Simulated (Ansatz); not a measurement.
**Al2H4: one structure at several levels**

The task here is to estimate one member of a computed series from the others.

The runs use Ansatz 0.2.0, Gaussian basis; single points in def2-TZVPP.

Correlated methods freeze the cores. B3LYP uses VWN-RPA correlation.

## The starting structure

6 atoms, charge 0, spin multiplicity 1.

Atoms are counted from 1 here; the program's logs count them from 0.

Bond lengths: Al1–Al2 2.629 Å, Al1–H3 1.511 Å, Al1–H4 1.621 Å, Al2–H5 1.515 Å, Al2–H6 1.675 Å. Angles: Al2–Al1–H3 123.0°, Al2–Al1–H4 119.5°, H3–Al1–H4 117.3°, Al1–Al2–H5 125.2°, Al1–Al2–H6 118.1°, H5–Al2–H6 115.5°.

Geometry (Å):

```xyz
6

Al   -0.7208   -1.0940   -0.0994
Al    0.6351    1.1555    0.0118
H    -2.0861   -1.2631    0.5262
H    -0.1480   -2.3288   -0.9805
H     2.0177    1.3727   -0.5692
H     0.0958    2.3498    1.0547
```

The first run:

The input, run/in.yaml:

```yaml
crystal:
  periodic: [false, false, false]
  atoms:
    - {symbol: Al, position_ang: [-0.720800, -1.094000, -0.099400]}
    - {symbol: Al, position_ang: [0.635100, 1.155500, 0.011800]}
    - {symbol: H, position_ang: [-2.086100, -1.263100, 0.526200]}
    - {symbol: H, position_ang: [-0.148000, -2.328800, -0.980500]}
    - {symbol: H, position_ang: [2.017700, 1.372700, -0.569200]}
    - {symbol: H, position_ang: [0.095800, 2.349800, 1.054700]}
basis:
  gaussian: {orbitals: def2-TZVPP}
correlation: {method: ccsd_t}
output: {forces: true}
```

The command line of these runs was not kept.

Among the steps run: CCSD(T)/def2-TZVPP; PBE0-D4/def2-TZVPP; wB97M-V/def2-TZVPP; r2SCAN-D4/def2-TZVPP; PBE-D4/def2-TZVPP; B3LYP-D4/def2-TZVPP; wB97X-V/def2-TZVPP.

One of the session's tables, all rows but one given; the rest of the session is left out.

```
   method  RMS force component (eV/Å)  angle to CCSD(T) forces (°)  dipole (D)
  CCSD(T)                       0.721                    reference        0.30
  PBE0-D4                       0.726                          2.5        0.29
  wB97M-V                       0.708                          3.8        0.31
r2SCAN-D4                       0.719                          1.8        0.29
   PBE-D4                       0.733                          7.4        0.28
 B3LYP-D4                           ?                            ?           ?
  wB97X-V                       0.730                          1.0        0.31
```

**Question.** Estimate the row for B3LYP-D4.

The run gave: RMS force component (eV/Å): 0.705; angle to CCSD(T) forces (°): 0.8; dipole (D): 0.30. In the column «RMS force component (eV/Å)» it is the lowest.
